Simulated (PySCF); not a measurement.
# How the method changes the constants of BCl

State: ¹Σ⁺ (singlet), closed shell. Set-up: B x2c-SVPall, Cl x2c-SVPall; spin-free X2C with a Gaussian nucleus (PySCF 2.14). De refers to B + Cl in their high-spin ground configurations, without counterpoise correction. A positive dipole means B(−)Cl(+).

```tsv
Level	Re (Å)	ωe (cm⁻¹)	De (eV)	μ (D)
RHF	1.715	886	3.85	1.56
RHF-MP2	1.702	914	5.23	n/a
RHF-SCS-MP2	1.707	904	5.06	n/a
RHF-CCSD	1.714	892	4.96	n/a
RHF-CCSD(T)	1.716	888	5.10	n/a
PBE	1.733	825	5.60	1.85
revPBE	1.742	811	5.38	1.76
r²SCAN	1.726	840	5.39	1.80
PBE0	1.719	859	5.38	1.78
MN15	1.708	885	5.72	1.74
BHandHLYP	1.708	881	4.97	1.76
```

Problem. Which functional lies closest to RHF-CCSD(T) in De, which farthest, and by how much do they differ from it?

Solution. Closest is BHandHLYP (-0.8 pm in Re, -0.8 % in ωe, -0.13 eV in De against RHF-CCSD(T) in the same basis), farthest MN15 (-0.8 pm in Re, -0.3 % in ωe, +0.62 eV in De). CCSD(T) converges more slowly with the basis than the functionals do and binds too weakly in this one, so the order can change at the basis-set limit.

Problem. What does a quarter of exact exchange do here, going from PBE to PBE0?

Solution. PBE0 less PBE: -1.4 pm in Re, +4.1 % in ωe, -0.22 eV in De. Exact exchange removes part of the self-interaction that spreads semilocal densities, and in most molecules shortens and stiffens the bond and lowers De; so it does here.

Problem. What does the step from GGA to meta-GGA do here, going from PBE to r²SCAN?

Solution. r²SCAN less PBE: -0.7 pm in Re, +1.8 % in ωe, -0.21 eV in De. 

Correlated steps freeze 6 core orbitals. Correlated levels converge slowly with the basis: in double zeta they bind strong bonds too weakly, by up to about 1 eV, and carry superposition errors of some tenths. Where the molecule has an RHF reference, its open-shell atoms are computed with UHF.
